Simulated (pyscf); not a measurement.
Thermochemistry of product channels of HS–GeH₃ on the singlet surface, in kcal/mol, from ωB97M-D3(BJ)/def2-TZVP energies (ideal gas, 1 atm, RRHO with modes under 100 cm⁻¹ raised to 100, one conformer, R ln 2 for rigid chiral ones). Single points on ωB97X-D3(BJ)/def2-SVP structures (PySCF, gas phase).

```json
[
 {"products": "HS–GeH: [singlet] + H₂", "ΔE": "+24.2", "ΔH(298 K)": "+21.6", "ΔG(298 K)": "+13.5", "ΔG(600 K)": "+5.0"},
 {"products": "S=GeH₂ + H₂", "ΔE": "+33.4", "ΔH(298 K)": "+30.5", "ΔG(298 K)": "+23.1", "ΔG(600 K)": "+15.3"}
]
```

The channel to HS–GeH: [singlet] + H₂ turns favourable between 298 and 1200 K (ΔG from +13.5 kcal/mol to -11.9 kcal/mol).

These are energies of the channels, which say nothing of barriers. Elements up to Kr have no core potential and no relativistic terms here.
